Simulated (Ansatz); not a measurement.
System (SMILES): [CH3] (CH3), doublet.
Atoms: C1, H2, H3, H4. Bonds: C1-H2, C1-H3, C1-H4.

Basis-set convergence of the optimised C1-H2 bond length at B3LYP with Ansatz (a quantum-chemistry and plane-wave program). Cartesian d functions, on some or all atoms, in 6-31G*, 6-31+G*; all else is spherical. The program fits the integrals of some runs and decomposes those of others, by size. Open shells are unrestricted. No added dispersion term, no relativity. Reference: the value in aug-cc-pVQZ, 1.0774 Å, itself unsure by roughly 0.0001 Å (its mean distance from def2-QZVPPD, pcseg-3, def2-QZVPP). Deviations are taken from unrounded values.

| basis | functions | optimised C1-H2 bond length (Å) |
|---|---|---|
| 6-31G* | 21 | 1.0827 |
| 6-31+G* | 25 | 1.0834 |
| cc-pVDZ | 29 | 1.0908 |
| aug-cc-pVDZ | 50 | 1.0876 |
| def2-SVP | 29 | 1.0908 |
| def2-SVPD | 44 | 1.0886 |
| pcseg-1 | 29 | 1.0872 |
| aug-pcseg-1 | 50 | 1.0863 |
| 6-311G** | 36 | 1.0805 |
| 6-311+G** | 40 | 1.0806 |
| def2-TZVP | 49 | 1.0790 |
| def2-TZVPD | 64 | 1.0790 |
| cc-pVTZ | 72 | 1.0780 |
| aug-cc-pVTZ | 115 | 1.0780 |
| pcseg-2 | 72 | 1.0779 |
| aug-pcseg-2 | 115 | 1.0778 |
| def2-TZVPP | 73 | 1.0782 |
| def2-TZVPPD | 88 | 1.0782 |
| cc-pVQZ | 145 | 1.0773 |
| aug-cc-pVQZ | 218 | 1.0774 |
| def2-QZVPP | 147 | 1.0773 |
| def2-QZVPPD | 162 | 1.0773 |

What the diffuse functions change, pair by pair:
- 6-31G* to 6-31+G*: 4 more functions, deviation 0.0053 to 0.0060 Å
- cc-pVDZ to aug-cc-pVDZ: 21 more functions, deviation 0.0133 to 0.0102 Å
- def2-SVP to def2-SVPD: 15 more functions, deviation 0.0134 to 0.0111 Å
- pcseg-1 to aug-pcseg-1: 21 more functions, deviation 0.0098 to 0.0089 Å
- 6-311G** to 6-311+G**: 4 more functions, deviation 0.0030 to 0.0032 Å
- def2-TZVP to def2-TZVPD: 15 more functions, deviation 0.0015 to 0.0016 Å
- cc-pVTZ to aug-cc-pVTZ: 43 more functions, deviation 0.0006 to 0.0005 Å
- pcseg-2 to aug-pcseg-2: 43 more functions, deviation 0.0005 to 0.0004 Å
- def2-TZVPP to def2-TZVPPD: 15 more functions, deviation 0.0007 to 0.0008 Å
- cc-pVQZ to aug-cc-pVQZ: 73 more functions, deviation -0.0001 to 0.0000 Å
- def2-QZVPP to def2-QZVPPD: 15 more functions, deviation -0.0001 to -0.0001 Å

Leaving out the reference's own pair, they bring the value nearer the reference by more than 0.0001 Å in 3 of 10 pairs.
